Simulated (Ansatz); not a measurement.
For zinc-blende CuI, LDA in Ansatz (plane waves, PAW) gives:

| Quantity | Value |
|---|---|
| lattice constant a | 5.862 Å |
| bulk modulus | 56.8 GPa |
| cohesive energy | 3.34 eV/atom |
| band gap at the measured cell | 0.96 eV |

### Question
What does r²SCAN0 (Ansatz, a first-principles code, PAW) give for the same quantities?

### Answer

- lattice constant a: 6.061 Å (rises by 3.4 %)
- bulk modulus: 39.7 GPa (falls by 30 %)
- cohesive energy: 2.64 eV/atom (shrinks by 0.70 eV/atom)
- band gap at the measured cell: 3.64 eV (goes up by 2.68 eV)

For comparison: lattice constant a 6.053 ± 0.003 Å (measured, temperature not stated, no zero-point or thermal correction, our sources range from 6.044 to 6.054; as tabulated in arXiv:2305.18931); bulk modulus 36.6 GPa (measured, temperature not stated, not corrected to a static lattice; as tabulated in Gopakumar et al. (2017), arXiv:1612.07068); band gap 3.12 eV (measured, temperature not stated, no zero-point or thermal correction, our sources range from 2.95 to 3.12; as tabulated in Abedi et al. (2022), arXiv:2211.14644).

Changes are worked out from the printed values.

Unless a cell is named, each level is at its own relaxed cell (LDA 25.18, r²SCAN0 27.84 Å³/atom).

Levels without +SOC leave out spin–orbit coupling, which shifts energies and cells of such heavy elements.

Spin–orbit coupling is included only where a level's name says +SOC; with heavier elements it mostly lowers gaps and can invert bands. Density-functional gaps are differences of (generalised) Kohn–Sham levels.

Ansatz's density-functional and Hartree–Fock values are scalar-relativistic unless marked +SOC, with PAW data made under PBE.
